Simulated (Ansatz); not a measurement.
This geometry of AlH₅O (7 atoms, charge 0, multiplicity 1) is a first-order saddle point.

Theory: Ansatz, RKS revPBE-D4/def2-SVP.

```xyz
7
Properties=species:S:1:pos:R:3
Al 0.049 -0.203 -0.088
H -0.015 -0.100 1.708
H 1.442 0.355 -0.622
H -1.390 0.134 -0.699
O 0.172 -1.998 0.568
H -0.614 -2.575 0.511
H 0.027 -1.139 1.476
```

(1) Which two structures does it join? (They come from a converged band through this point; their orientation in space is the band's.)

(2) How far does it lie above each of them?

Results:

(1) Bonds broken: Al1–H2, O5–H7. Bonds formed: H2–H7. AlH5O becomes AlH3O + H2.

Image 0:

```xyz
7
Properties=species:S:1:pos:R:3
Al 0.046 0.054 0.091
H -0.065 0.641 1.594
H 1.419 0.269 -0.716
H -1.326 -0.096 -0.754
O 0.135 -1.941 0.664
H -0.648 -2.426 0.338
H 0.110 -2.025 1.638
```

Image 6:

```xyz
7
Properties=species:S:1:pos:R:3
Al 0.040 -0.543 -0.336
H -0.028 0.237 2.083
H 1.430 0.210 -0.520
H -1.393 0.139 -0.553
O 0.161 -2.240 0.001
H -0.625 -2.805 0.081
H 0.086 -0.523 2.098
```

(2) 11.7 kcal/mol above the first and 18.3 kcal/mol above the second. This is the barrier of this one path; another mechanism may lie lower. The orbitals stay closed-shell, which can raise the energy where a bond breaks towards radicals; this wasn't checked here.

Time of the run: 22 s on 1 thread of AMD EPYC 9R45 96-Core Processor (Zen 5) (shared host), peak memory 0.12 GiB.
